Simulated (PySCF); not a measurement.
# Reproducing measurements on C6H5F

**Experimental background.**

From NIST CCCBDB Release 22 (SRD 101), experimental dipoles, for the gas: dipole moment 1.6 D.

The runs below try to reproduce these values; the comparison stands at the end.

Compound: C₆H₅F.
Atom-mapped SMILES: `[F:1][c:2]1[cH:3][cH:4][cH:5][cH:6][cH:7]1` (hydrogens: H8 on C3; H9 on C4; H10 on C5; H11 on C6; H12 on C7)

Cartesian coordinates in Å at the GFN2-xTB level; atoms count from 1:
```
atom  x, y, z in Å
F1    -2.255   -1.465    0.012
C2    -1.123   -0.729    0.004
C3     0.098   -1.380   -0.019
C4     1.253   -0.618   -0.026
C5     1.178    0.765   -0.009
C6    -0.055    1.396    0.014
C7    -1.221    0.650    0.021
H8     0.131   -2.458   -0.030
H9     2.215   -1.108   -0.045
H10    2.083    1.353   -0.014
H11   -0.111    2.474    0.027
H12   -2.192    1.118    0.040
```

Runs made with PySCF (gas phase, on this GFN2-xTB geometry; no spin–orbit coupling):

| level | job | basis functions |
| --- | --- | --- |
| PBE0/pcSseg-1 | shieldings, charges and field gradients | 144 |

**Comparison with experiment**

**Dipole moment.** Measured: 1.6 D (NIST CCCBDB Release 22 (SRD 101), experimental dipoles).

| level | computed (D) | computed − measured (D) | % (from the printed values) |
| --- | --- | --- | --- |
| PBE0/pcSseg-1 | 1.56 | -0.04 | -3 |

The computed dipoles belong to one fixed geometry; measured ones are averaged over vibrations unless marked μe. Magnitudes are compared, not signs.

The geometry is computed, not the measured one. Where a level misses, the cause wasn't examined.
